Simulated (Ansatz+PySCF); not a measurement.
Results of a calculation; reference values are marked as such.
Input for PySCF 2.14.0:

```python
from pyscf import gto, scf

mol = gto.M(atom="""
O 0.000000 0.000000 -0.238680
H 0.000000 0.000000 1.909460
Li 30.000000 0.000000 -0.599190
H 30.000000 0.000000 1.797570
""", basis='6-31g', charge=0, spin=1)
mf = scf.ROHF(mol)
mf.init_guess = 'minao'
mf.kernel()
while True:  # follow internal instabilities
    mo, _, stable, _ = mf.stability(return_status=True)
    if stable: break
    mf.kernel(mf.make_rdm1(mo, mf.mo_occ))
print(mf.converged, mf.e_tot, mf.spin_square()[0])
```

The script is written out from the run's settings.

The run gave:

```json
{"Converged": "yes", "Total energy": "-83.10147 hartree", "Spin squared of the determinant": "0.750"}
```

Caution: this determinant is likely not that of the ground state; an unrestricted determinant lies well below.
